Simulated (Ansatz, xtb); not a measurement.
# C5H12S: which of two isomers lies lower

Structure a is `CC(C)(C)CS`, a singlet and structure b is `CCC(C)(C)S`, a singlet. Both are isolated molecules in the gas phase, relaxed with B3LYP/def2-SVP; the shapes shown needn't be the lowest conformers.

a (Å):

```yaml
atoms:
  - { symbol: C, position_ang: [-0.3300, 2.9659, 0.1972] }
  - { symbol: C, position_ang: [-0.3180, 1.4303, 0.3159] }
  - { symbol: C, position_ang: [-0.1321, 0.8165, -1.0866] }
  - { symbol: C, position_ang: [0.8445, 0.9817, 1.2213] }
  - { symbol: C, position_ang: [-1.6690, 0.9124, 0.8618] }
  - { symbol: S, position_ang: [-2.0651, 1.5469, 2.5537] }
  - { symbol: H, position_ang: [0.6180, 3.3281, -0.2326] }
  - { symbol: H, position_ang: [-1.1487, 3.3081, -0.4572] }
  - { symbol: H, position_ang: [-0.4634, 3.4499, 1.1769] }
  - { symbol: H, position_ang: [-0.1146, -0.2850, -1.0444] }
  - { symbol: H, position_ang: [0.8187, 1.1496, -1.5334] }
  - { symbol: H, position_ang: [-0.9454, 1.1163, -1.7678] }
  - { symbol: H, position_ang: [0.8777, -0.1167, 1.3114] }
  - { symbol: H, position_ang: [0.7540, 1.3959, 2.2372] }
  - { symbol: H, position_ang: [1.8093, 1.3144, 0.8053] }
  - { symbol: H, position_ang: [-1.6498, -0.1880, 0.8999] }
  - { symbol: H, position_ang: [-2.4787, 1.2155, 0.1797] }
  - { symbol: H, position_ang: [-3.2537, 0.9109, 2.6609] }
```

b (Å):

```xyz
18

C    -2.8444    1.1711   -1.9889
C    -1.4303    0.7492   -2.3865
C    -0.3451    0.7908   -1.2856
C     1.0068    0.3766   -1.8819
C    -0.2305    2.1824   -0.6448
S    -0.7761   -0.3651    0.1234
H    -3.5383    1.0315   -2.8330
H    -3.2109    0.5719   -1.1415
H    -2.8936    2.2326   -1.6987
H    -1.4572   -0.2750   -2.7985
H    -1.0760    1.3928   -3.2140
H     0.9546   -0.6255   -2.3370
H     1.7925    0.3603   -1.1121
H     1.3089    1.0862   -2.6721
H     0.5860    2.2105    0.0932
H    -0.0127    2.9337   -1.4222
H    -1.1584    2.4812   -0.1349
H    -0.7571   -1.5069   -0.6042
```

Quicker runs give these differences E(b) − E(a): GFN2-xTB −0.021 eV; HF/STO-3G +0.029 eV (at GFN2-xTB geometries); r2SCAN-D4/def2-SVP −0.083 eV (at GFN2-xTB geometries).

**Question.** Which of the two would you expect CCSD(T)/def2-SVP + ΔMP2/def2-TZVPP electronic energies to favour?

**Answer.** Too close to call at this level: CCSD(T)/def2-SVP + ΔMP2/def2-TZVPP gives E(b) − E(a) = −0.033 eV.

How the difference moves with the method:

| level | geometry | E(b) − E(a) (eV) | departure from the last row (eV) | job, with rough time for the two |
| --- | --- | --- | --- | --- |
| GFN2-xTB | GFN2-xTB | −0.021 | +0.012 | optimisation, 0.17 s |
| HF/STO-3G | GFN2-xTB | +0.029 | +0.063 | single point, 0.44 s |
| r2SCAN-D4/def2-SVP | GFN2-xTB | −0.083 | −0.049 | single point, 2.7 s |
| B3LYP/def2-SVP | B3LYP/def2-SVP | −0.078 | −0.045 | optimisation, 30 s |
| HF/def2-SVP | B3LYP/def2-SVP | −0.051 | −0.018 | part of the CCSD(T) run |
| MP2/def2-SVP | B3LYP/def2-SVP | −0.079 | −0.045 | part of the CCSD(T) run |
| CCSD(T)/def2-SVP | B3LYP/def2-SVP | −0.072 | −0.039 | single point |
| CCSD(T)/def2-SVP + ΔMP2/def2-TZVPP | B3LYP/def2-SVP | −0.033 |  | single point, 51 s |

As drawn, both hold the same kinds of bond in the same numbers.

The largest departure from CCSD(T)/def2-SVP + ΔMP2/def2-TZVPP is that of HF/STO-3G, 0.063 eV. The last row adds to CCSD(T) the change of the MP2 difference between the two basis sets, here +0.039 eV.

With thermal terms from frequencies at re-optimised GFN2-xTB minima (ideal gas, soft modes damped towards free rotors, one conformer each, 298.15 K, 1 atm): on the last row, ΔE + ΔZPE = −0.029, ΔH = −0.030, ΔG = −0.018 eV.

The correlated steps freeze 10 core orbitals. Codes used: Ansatz 0.2.0, xtb 6.7.1; the last row on 4 threads of Intel(R) Xeon(R) Platinum 8488C (Sapphire Rapids) on a shared host.
